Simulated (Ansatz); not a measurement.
The input, for Ansatz 0.2.0:

```yaml
crystal:
  periodic: [false, false, false]
  atoms:
    - {symbol: O, position_ang: [0.000000, 0.000000, 0.000000]}
    - {symbol: H, position_ang: [0.000000, 0.000000, 2.689000]}
basis:
  gaussian: {orbitals: cc-pVDZ}
correlation: {active_space: {window: {electrons: 3, orbitals: 3}}}
magnetization: {spin_polarized: true, initial_magnetization: 1}
```

```sh
$ ansatz run in.yaml --threads 1 --pin off --events-out ev --progress --plain --max-ram 2393MiB
```

Q: One thing in this input was set wrong on purpose, beside settings that are merely unusual. What is the gravest fault, and what does the program do?

A: Active space on unrestricted orbitals. How the run ends: refused.
```
Error: invalid value for `correlation.active_space`: it starts from restricted Hartree–Fock orbitals; set hamiltonian.xc: hf without magnetization.spin_polarized
```
